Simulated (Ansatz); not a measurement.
# C3H6S2: the cost of one run

Method: UHF/def2-SVP, in Ansatz 0.2.0.

### Step 1. The system as given

Bond lengths: C1–C2 1.569 Å, C2–S3 1.832 Å, S3–C4 1.656 Å, C4–S5 1.710 Å, C1–H6 1.051 Å, C1–H7 1.077 Å, C1–H8 1.084 Å, C2–H9 1.131 Å, C2–H10 1.104 Å, C4–H11 1.167 Å. Angles (14 of 16 angles, heavy atoms first): C1–C2–S3 112.3°, C2–S3–C4 101.0°, S3–C4–S5 124.4°, C1–C2–H9 108.3°, C1–C2–H10 111.7°, S3–C2–H9 109.4°, S3–C2–H10 110.1°, C2–C1–H6 107.6°, C2–C1–H7 110.0°, C2–C1–H8 107.1°, S3–C4–H11 119.1°, S5–C4–H11 116.4°, H9–C2–H10 104.6°, H6–C1–H7 112.7°.

Coordinates:

```xyz
11

C     0.8447   -1.0862    0.5332
C     0.4784    0.4231    0.7551
S     0.2498    1.3235   -0.8240
C    -1.2431    0.7756   -1.2865
S    -1.9947    1.1593   -2.7742
H     0.9439   -1.5312    1.4801
H     1.7412   -1.1642   -0.0586
H     0.0196   -1.5378   -0.0052
H     1.3121    0.9069    1.3466
H    -0.4168    0.5375    1.3911
H    -1.8697    0.1366   -0.5370
```

### Step 2. End point A

input.yaml

```yaml
crystal:
  periodic: [false, false, false]
  atoms:
    - { symbol: C, position_ang: [0.8447, -1.0862, 0.5332] }
    - { symbol: C, position_ang: [0.4784, 0.4231, 0.7551] }
    - { symbol: S, position_ang: [0.2498, 1.3235, -0.824] }
    - { symbol: C, position_ang: [-1.2431, 0.7756, -1.2865] }
    - { symbol: S, position_ang: [-1.9947, 1.1593, -2.7742] }
    - { symbol: H, position_ang: [0.9439, -1.5312, 1.4801] }
    - { symbol: H, position_ang: [1.7412, -1.1642, -0.0586] }
    - { symbol: H, position_ang: [0.0196, -1.5378, -0.0052] }
    - { symbol: H, position_ang: [1.3121, 0.9069, 1.3466] }
    - { symbol: H, position_ang: [-0.4168, 0.5375, 1.3911] }
    - { symbol: H, position_ang: [-1.8697, 0.1366, -0.537] }
magnetization:
  spin_polarized: true
basis:
  gaussian: { orbitals: def2-SVP }
hamiltonian:
  xc: hf
relax:
  f_tol: 0.02
  max_steps: 50
```

On the command line:

```bash
$ ansatz run input.yaml --threads 2 --pin off --max-ram 3072MiB --backend cpu --events-out ev --progress --plain --runs-dir out
```

Q: Estimate wall time and peak memory on 2 threads of AMD EPYC 9R14 (Zen 4), shared host.

About 20 s, with a peak of 0.32 GiB.
